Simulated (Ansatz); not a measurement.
## Cohesive energy of some bcc solids

Method: HSE06 (plane waves, PAW; Ansatz, an electronic-structure program). References are measured values corrected to a static lattice or taken at low temperature (these still hold zero-point motion).

Values in eV/atom.

| solid | reference | HSE06 | error (eV/atom) |
|---|---|---|---|
| bcc Li | 1.67 | 1.55 | -0.12 |
| bcc Cs | 0.81 | 0.69 | -0.12 |
| bcc Rb | 0.86 | 0.75 | -0.11 |
| bcc Ba | 1.91 | 1.77 | -0.14 |
| bcc Na | 1.12 | 1.04 | -0.08 |
| bcc K | 0.94 | ? | ? |

Task: Estimate the withheld HSE06 value.

Result: The errors of the other rows run from -0.14 eV/atom to -0.08 eV/atom, with a median of -0.12 eV/atom; carried to the reference 0.94 it gives 0.82 eV/atom. The run gives 0.84 eV/atom (-0.10 eV/atom); the row was picked among those where that median comes within half of the row's own error. Over these 6 solids the mean error is -0.11 eV/atom, the mean absolute error 0.11 eV/atom (median 0.11 eV/atom), and the worst case bcc Ba at -0.14 eV/atom; the value is too low in 6 of 6 cases.

All these references are brought to a static lattice.

Spin–orbit coupling is left out, also for the solids with elements from indium on (bcc Cs, bcc Ba); its size isn't shown.

Differences are worked out from the printed values.

Free atoms are spin-polarised, in the lowest state found; at levels without +SOC their spin–orbit coupling is left out. Each level is taken at its own relaxed cell. Ansatz's density-functional and Hartree–Fock values are scalar-relativistic unless marked +SOC, with PAW data made under PBE.

Not in this set, of the bcc solids with a reference value in our tables and a result at some level: 7 for a doubt noted on the run at HSE06 (antiferromagnetic bcc Cr, bcc Fe, bcc Mo, bcc Nb, bcc Ta and 2 more). These can be a level's worst cases. Values held back for tests aren't counted. Layered and molecular crystals are counted apart. The metals Ce to Yb are counted apart.

References as tabulated in Mejia-Rodriguez and Trickey (2018), arXiv:1807.09216; Csonka et al. (2009), arXiv:0903.4037.
